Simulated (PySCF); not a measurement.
**Functional benchmark on one molecule**

Molecule: SMILES ClC1CC1, C₃H₅Cl.

Molfile (atoms numbered from 1):
```
C3H5Cl
     RDKit          3D

  9  9  0  0  0  0  0  0  0  0999 V2000
    2.1547   -0.1662   -0.7064 Cl  0  0  0  0  0  0  0  0  0  0  0  0
    0.7316   -0.0916    0.3269 C   0  0  0  0  0  0  0  0  0  0  0  0
   -0.5482   -0.6946   -0.1475 C   0  0  0  0  0  0  0  0  0  0  0  0
   -0.4030    0.7996   -0.0534 C   0  0  0  0  0  0  0  0  0  0  0  0
    1.0043   -0.1851    1.3807 H   0  0  0  0  0  0  0  0  0  0  0  0
   -1.1691   -1.2167    0.5857 H   0  0  0  0  0  0  0  0  0  0  0  0
   -0.5462   -1.1404   -1.1452 H   0  0  0  0  0  0  0  0  0  0  0  0
   -0.9208    1.3359    0.7466 H   0  0  0  0  0  0  0  0  0  0  0  0
   -0.3034    1.3572   -0.9879 H   0  0  0  0  0  0  0  0  0  0  0  0
  1  2  1  0
  2  3  1  0
  3  4  1  0
  4  2  1  0
  2  5  1  0
  3  6  1  0
  3  7  1  0
  4  8  1  0
  4  9  1  0
M  END
```

Geometry PBE0-D3(BJ)/def2-SVP throughout; GIAO in PySCF, gas phase, one conformer, non-relativistic; equivalent atoms averaged; basis pcSseg-2.

Reference values (measured; solution, not stated per compound (mostly CDCl3 or CCl4); Pretsch, Buehlmann, Badertscher, Structure Determination of Organic Compounds, 4th ed. (2009)): δ(C2) = 27.3 ppm, δ(C3/C4) = 8.9 ppm, δ(H5) = 2.55 ppm. Computed shifts are taken against TMS, calculated as an isolated molecule at each level.

How do the functionals HF, LDA, PBE, BLYP, BP86, OPBE, KT2, KT3, B97-D, B3LYP, PBE0, mPW1PW91, WP04, B97-2, BHandHLYP, CAM-B3LYP, wB97X-D, LC-wPBE perform against the reference? Times are CPU seconds on shared hosts with different chips, so compare them loosely.

## Answers


```csv
functional,kind,C2,C3/C4,H5,mean abs. error C,abs. error H,core-s
HF,Hartree–Fock,26.0,8.5,2.62,0.9,0.07,12
LDA,LDA,36.9,12.5,3.01,6.6,0.46,33
PBE,GGA,36.0,12.2,2.95,6.0,0.40,44
BLYP,GGA,36.6,12.6,2.95,6.5,0.40,40
BP86,GGA,36.3,12.4,2.93,6.2,0.38,38
OPBE,GGA,35.9,11.8,2.97,5.7,0.42,38
KT2,GGA,34.1,11.0,2.98,4.5,0.43,19
KT3,GGA,34.7,11.1,2.98,4.8,0.43,37
B97-D,GGA,36.4,12.0,2.96,6.1,0.41,34
B3LYP,global hybrid,34.6,11.9,2.87,5.2,0.32,23
PBE0,global hybrid,33.6,11.4,2.85,4.4,0.30,25
mPW1PW91,global hybrid,33.9,11.5,2.84,4.6,0.29,24
WP04,global hybrid,39.2,12.7,2.86,7.9,0.31,16
B97-2,global hybrid,34.1,11.4,2.86,4.7,0.31,15
BHandHLYP,global hybrid,31.5,10.7,2.78,3.0,0.23,15
CAM-B3LYP,range-separated hybrid,32.6,11.6,2.81,4.0,0.26,20
wB97X-D,range-separated hybrid,33.3,11.9,2.78,4.5,0.23,20
LC-wPBE,range-separated hybrid,31.2,11.7,2.70,3.3,0.15,27
```

For 13C the closest is HF (0.9 ppm) and the furthest WP04 (7.9 ppm).

For 1H the closest is HF (0.07 ppm) and the furthest LDA (0.46 ppm). One molecule is a small sample, and vibrational and solvent effects are absent from the calculation.
